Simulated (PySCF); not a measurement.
**HF (hydrogen fluoride) at 3 levels**

Aim: a comparison of 3 runs (CCSDTQ/6-31G*, CISD/6-31G*, FCI/6-31G*) of HF (hydrogen fluoride). Input form: a Python script.

The results are computed with PySCF 2.14.0.

2 further runs of the same task are left out: 2 set aside as unsound or not needed.

### 1 The molecule

The species is HF (2 atoms), meant as a singlet with charge 0. SMILES: `F`. The shape is that of a PBE0-D4/def2-TZVP optimisation.

Bond lengths: F1–H2 0.920 Å.

### 2 A single-point energy at CCSDTQ/6-31G(d) (spherical functions) (run 1)

input.py reads:

```python
from pyscf import gto, scf, cc

molecule = gto.M(
    atom='''
F   -0.390000   0.144600  -0.196400
H    0.390000  -0.144600   0.196400
''',
    basis='6-31g*',
    verbose=3,
    max_memory=1860,
    charge=0,
)

myscf = scf.RHF(molecule)
myscf.conv_tol = 1e-10
myscf.kernel()
if not myscf.converged:
    myscf = myscf.newton().run(myscf.mo_coeff, myscf.mo_occ)

mycc = cc.CCSDTQ(myscf, frozen=1)
mycc.kernel()
energy = mycc.e_tot
print('Final energy', energy)
```

Run with:

```
$ OMP_NUM_THREADS=1 python input.py
```

Output:

```text
converged SCF energy = -100.000700889979
_make_eris_incore_RCCSDTQ

WARN: A large `blksize` is being used, which may cause large memory consumption
      for storing contraction intermediates. If memory is sufficient, consider using
      `pyscf.cc.rccsdtq_highm.RCCSDTQ` instead.

RCCSDTQ converged
E(RCCSDTQ) = -100.1856585138036   E_corr = -0.1849576238248351
E_corr(same-spin) = -0.0435197203495117
E_corr(oppo-spin) = -0.141437903475323
Final energy -100.18565851380357
```

It took 56 s on 1 thread of Arm Neoverse V1, shared host; peak memory 0.31 GiB.

### 3 A single-point energy at CISD/6-31G(d) (spherical functions) (run 2)

input.py reads:

```python
from pyscf import gto, ci

molecule = gto.M(
    atom='''
F     -0.736993     0.273254    -0.371142
H      0.736993    -0.273254     0.371142
''',
    verbose=4,
    unit='bohr',
    max_memory=1860,
    basis='6-31g*',
)

calc0 = molecule.RHF()
calc0.conv_tol = 1e-10
calc0.kernel()
if not calc0.converged:
    calc0 = calc0.newton().run(calc0.mo_coeff, calc0.mo_occ)

cisd = ci.CISD(calc0, frozen=1)
cisd.kernel()
energy = cisd.e_tot
print('E = %.10f Eh' % energy)
```

Run with:

```
$ OMP_NUM_THREADS=1 python input.py
```

Output:

```text
PySCF version 2.14.0

[INPUT] num. atoms = 2
[INPUT] num. electrons = 10
[INPUT] charge = 0
[INPUT] spin (= nelec alpha-beta = 2S) = 0
[INPUT] symmetry False subgroup None
[INPUT] Mole.unit = bohr
[INPUT] Symbol           X                Y                Z      unit          X                Y                Z       unit  Magmom
[INPUT]  1 F     -0.389999900208   0.144599789593  -0.196399888415 AA   -0.736993000000   0.273254000000  -0.371142000000 Bohr   0.0
[INPUT]  2 H      0.389999900208  -0.144599789593   0.196399888415 AA    0.736993000000  -0.273254000000   0.371142000000 Bohr   0.0

nuclear repulsion = 5.17695454640978
number of shells = 8
number of NR pGTOs = 31
number of NR cGTOs = 16
basis = 6-31g*
ecp = {}

******** <class 'pyscf.scf.hf.RHF'> ********
method = RHF
initial guess = minao
damping factor = 0
level_shift factor = 0
DIIS = <class 'pyscf.scf.diis.CDIIS'>
diis_start_cycle = 1
diis_space = 8
diis_damp = 0
SCF conv_tol = 1e-10
SCF conv_tol_grad = None
SCF max_cycles = 50
direct_scf = True
direct_scf_tol = 1e-13
Set gradient conv threshold to 1e-05
Initial guess from minao.
init E= -99.8030031548623
  HOMO = -0.663821828602745  LUMO = 0.137745689965377  gap/eV = 21.81176
cycle= 1 E= -99.9680949799721  delta_E= -0.165  |g|= 0.421  |ddm|= 0.815
  HOMO = -0.546603480729089  LUMO = 0.208040058933646  gap/eV = 20.53490
cycle= 2 E= -99.9939750969896  delta_E= -0.0259  |g|= 0.215  |ddm|= 0.32
  HOMO = -0.629838275396052  LUMO = 0.210829979230012  gap/eV = 22.87575
cycle= 3 E= -100.00053896119  delta_E= -0.00656  |g|= 0.0215  |ddm|= 0.111
  HOMO = -0.625857517824238  LUMO = 0.218931437023945  gap/eV = 22.98788
cycle= 4 E= -100.000685292173  delta_E= -0.000146  |g|= 0.00624  |ddm|= 0.0148
  HOMO = -0.627850059771741  LUMO = 0.219411010175688  gap/eV = 23.05515
cycle= 5 E= -100.000700470472  delta_E= -1.52e-05  |g|= 0.000934  |ddm|= 0.00643
  HOMO = -0.628146903378089  LUMO = 0.219427681296917  gap/eV = 23.06368
cycle= 6 E= -100.000700891534  delta_E= -4.21e-07  |g|= 0.000114  |ddm|= 0.00141
  HOMO = -0.628191256003309  LUMO = 0.219439235926451  gap/eV = 23.06520
cycle= 7 E= -100.000700897492  delta_E= -5.96e-09  |g|= 8.09e-06  |ddm|= 0.000186
  HOMO = -0.628192389233855  LUMO = 0.219439563579263  gap/eV = 23.06524
cycle= 8 E= -100.000700897514  delta_E= -2.13e-11  |g|= 5.6e-07  |ddm|= 9.43e-06
  HOMO = -0.628192440344677  LUMO = 0.219439613348194  gap/eV = 23.06524
Extra cycle  E= -100.000700897514  delta_E= -5.68e-14  |g|= 1.29e-07  |ddm|= 4.55e-07
converged SCF energy = -100.000700897514

******** <class 'pyscf.ci.cisd.RCISD'> ********
CISD nocc = 4, nmo = 15
frozen orbitals 1
max_cycle = 50
direct = 0
conv_tol = 1e-09
max_cycle = 50
max_space = 12
lindep = 0
nroots = 1
Init t2, MP2 energy = -0.178471327568871
RCISD converged
E(RCISD) = -100.1777481787841  E_corr = -0.177047281270287
E = -100.1777481788 Eh
```

It took 0.81 s on 1 thread of Arm Neoverse V1, shared host; peak memory 0.12 GiB.

### 4 The energy at FCI/6-31G(d) (spherical functions) (run 3)

input.py reads:

```python
# F
from pyscf import gto, scf, mcscf
from pyscf import fci

system = gto.M(
    atom='''
F     -0.736993     0.273254    -0.371142
H      0.736993    -0.273254     0.371142
''',
    unit='bohr',
    charge=0,
    basis='6-31g*',
    max_memory=1860,
    verbose=4,
)

hf = scf.RHF(system)
hf.conv_tol = 1e-10
hf.kernel()
if not hf.converged:
    hf = hf.newton().run(hf.mo_coeff, hf.mo_occ)

cas = mcscf.CASCI(hf, hf.mo_coeff.shape[-1] - 1, (system.nelec[0] - 1, system.nelec[1] - 1))  # full CI above the frozen core
cas.fcisolver = fci.direct_spin0.FCI(system)  # even spin states alone
cas.kernel()
print('<S^2> = %.4f' % cas.fcisolver.spin_square(cas.ci, cas.ncas, cas.nelecas)[0])
etot = cas.e_tot
print('Final energy', etot)
```

Run with:

```
$ OMP_NUM_THREADS=1 python input.py
```

Output:

```text
PySCF version 2.14.0

[INPUT] num. atoms = 2
[INPUT] num. electrons = 10
[INPUT] charge = 0
[INPUT] spin (= nelec alpha-beta = 2S) = 0
[INPUT] symmetry False subgroup None
[INPUT] Mole.unit = bohr
[INPUT] Symbol           X                Y                Z      unit          X                Y                Z       unit  Magmom
[INPUT]  1 F     -0.389999900208   0.144599789593  -0.196399888415 AA   -0.736993000000   0.273254000000  -0.371142000000 Bohr   0.0
[INPUT]  2 H      0.389999900208  -0.144599789593   0.196399888415 AA    0.736993000000  -0.273254000000   0.371142000000 Bohr   0.0

nuclear repulsion = 5.17695454640978
number of shells = 8
number of NR pGTOs = 31
number of NR cGTOs = 16
basis = 6-31g*
ecp = {}

******** <class 'pyscf.scf.hf.RHF'> ********
method = RHF
initial guess = minao
damping factor = 0
level_shift factor = 0
DIIS = <class 'pyscf.scf.diis.CDIIS'>
diis_start_cycle = 1
diis_space = 8
diis_damp = 0
SCF conv_tol = 1e-10
SCF conv_tol_grad = None
SCF max_cycles = 50
direct_scf = True
direct_scf_tol = 1e-13
Set gradient conv threshold to 1e-05
[... 1 set-up line as earlier in the session ...]
init E= -99.8030031548623
  HOMO = -0.663821828602745  LUMO = 0.137745689965377  gap/eV = 21.81176
cycle= 1 E= -99.9680949799721  delta_E= -0.165  |g|= 0.421  |ddm|= 0.815
  HOMO = -0.546603480729089  LUMO = 0.208040058933646  gap/eV = 20.53490
cycle= 2 E= -99.9939750969896  delta_E= -0.0259  |g|= 0.215  |ddm|= 0.32
  HOMO = -0.629838275396052  LUMO = 0.210829979230012  gap/eV = 22.87575
cycle= 3 E= -100.00053896119  delta_E= -0.00656  |g|= 0.0215  |ddm|= 0.111
  HOMO = -0.625857517824238  LUMO = 0.218931437023945  gap/eV = 22.98788
cycle= 4 E= -100.000685292173  delta_E= -0.000146  |g|= 0.00624  |ddm|= 0.0148
  HOMO = -0.627850059771741  LUMO = 0.219411010175688  gap/eV = 23.05515
cycle= 5 E= -100.000700470472  delta_E= -1.52e-05  |g|= 0.000934  |ddm|= 0.00643
  HOMO = -0.628146903378089  LUMO = 0.219427681296917  gap/eV = 23.06368
cycle= 6 E= -100.000700891534  delta_E= -4.21e-07  |g|= 0.000114  |ddm|= 0.00141
  HOMO = -0.628191256003309  LUMO = 0.219439235926451  gap/eV = 23.06520
cycle= 7 E= -100.000700897492  delta_E= -5.96e-09  |g|= 8.09e-06  |ddm|= 0.000186
  HOMO = -0.628192389233855  LUMO = 0.219439563579263  gap/eV = 23.06524
cycle= 8 E= -100.000700897514  delta_E= -2.13e-11  |g|= 5.6e-07  |ddm|= 9.43e-06
  HOMO = -0.628192440344677  LUMO = 0.219439613348194  gap/eV = 23.06524
Extra cycle  E= -100.000700897514  delta_E= -5.68e-14  |g|= 1.29e-07  |ddm|= 4.55e-07
converged SCF energy = -100.000700897514

******** <class 'pyscf.mcscf.casci.CASCI'> ********
CAS (4e+4e, 15o), ncore = 1, nvir = 0
natorb = False
canonicalization = True
sorting_mo_energy = False
******** <class 'pyscf.fci.direct_spin0.FCISolver'> ********
max. cycles = 100
conv_tol = 1e-10
davidson only = False
linear dependence = 1e-14
level shift = 0.001
max iter space = 12
nroots = 1
pspace_size = 400
spin = None
Density matrix diagonal elements [1.98844148e+00 1.96850415e+00 1.97759723e+00 1.97759723e+00
 1.24568918e-02 1.16223175e-02 1.47683356e-02 1.47683356e-02
 9.96998540e-03 6.16445832e-03 4.17047224e-03 4.17047224e-03
 4.02265886e-03 4.02265889e-03 1.72332833e-03]
CASCI converged
CASCI E = -100.185669830848  E(CI) = -28.7399564158942  S^2 = 0.0000000
<S^2> = 0.0000
Final energy -100.18566983084814
```

Run time: 39 s. Hardware: 1 thread of Arm Neoverse V1, shared host; peak memory 0.52 GiB.

### 5 Overview of the runs

| run | level | energy (Eh) | dipole moment (D) of the reference | HOMO energy (eV) | LUMO energy (eV) | wall time |
| --- | --- | --- | --- | --- | --- | --- |
| 1 | CCSDTQ/6-31G* (spherical functions) | -100.185659 | 1.99 | -17.09 | 5.97 | 56 s |
| 2 | CISD/6-31G* (spherical functions) | -100.177748 | 1.99 | -17.09 | 5.97 | 0.81 s |
| 3 | FCI/6-31G* (spherical functions) | -100.185670 | 1.99 | -17.09 | 5.97 | 39 s |

### 6 Outcome

| quantity | value |
| --- | --- |
| run 3: total energy | -100.18567 Eh |
| run 3: dipole moment (Hartree–Fock density) | 1.99 D |
| run 3: HOMO energy (Hartree–Fock orbitals) | -17.09 eV |
| run 3: LUMO energy (Hartree–Fock orbitals) | 5.97 eV |
| run 3: HOMO–LUMO gap (Hartree–Fock orbitals) | 23.07 eV |
| run 3: correlation energy (1 core orbital frozen) | -185.0 mEh |

In words: Against full CI in this basis: CCSDTQ +0.0 mEh; CISD +7.9 mEh. All runs together took 96 s, the longest 56 s.
